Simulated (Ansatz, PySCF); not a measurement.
propyne (C3H4), SMILES C(C)#C.

Coordinates come from a ωB97X-D3(BJ)/def2-TZVP optimisation.

Vertical ionisation energy (IE) and electron affinity (EA) in eV. Rows of orbital energies are one-electron estimates. Where ΔSCF, EOM or ADC give a negative EA the extra electron is unbound and the value depends on the basis.

| level | IE | EA |
|---|---|---|
| −ε(HOMO), −ε(LUMO), HF/def2-TZVPD (PySCF) | 10.50 | -1.88 |
| −ε(HOMO), −ε(LUMO), PBE/def2-TZVPD (PySCF) | 6.52 | 0.18 |
| ADC(2)/aug-cc-pVDZ (PySCF) | 10.18 | -0.71 |
| ΔSCF, PBE0/def2-TZVPD (Ansatz), final states of multiplicity 2 and 2 | 10.26 | -1.32 |
| ΔSCF, PBE/def2-TZVPD (Ansatz), final states of multiplicity 2 and 2 | 10.26 | -1.22 |

### Question
What vertical singlet–triplet gap does ΔSCF give with PBE0/def2-TZVPD (Ansatz, a first-principles code) and with PBE/def2-TZVPD (Ansatz)? (Estimate from the structure and the level; the computed values follow.)

### Answer
5.65 and 5.73 eV (triplet above singlet where positive).

### Question
Give the lowest 1s main lines (those of the lightest heavy element) from CVS-ADC(2)-x/aug-cc-pVDZ (PySCF, non-relativistic), with pole strengths. (Estimate from the structure and the level; the computed values follow.)

### Answer
291.6 eV (1.48), 291.9 eV (1.49), 292.7 eV (1.54).

### Question
Beyond the first one, list the lowest photoelectron lines from ADC(2)/aug-cc-pVDZ (PySCF 2.14.0) with their pole strengths (two spins summed). (An estimate is asked for; the answer gives what the named calculation found.)

### Answer
14.66 eV (1.73), 14.71 eV (1.79), 14.71 eV (1.79), 17.19 eV (1.72).
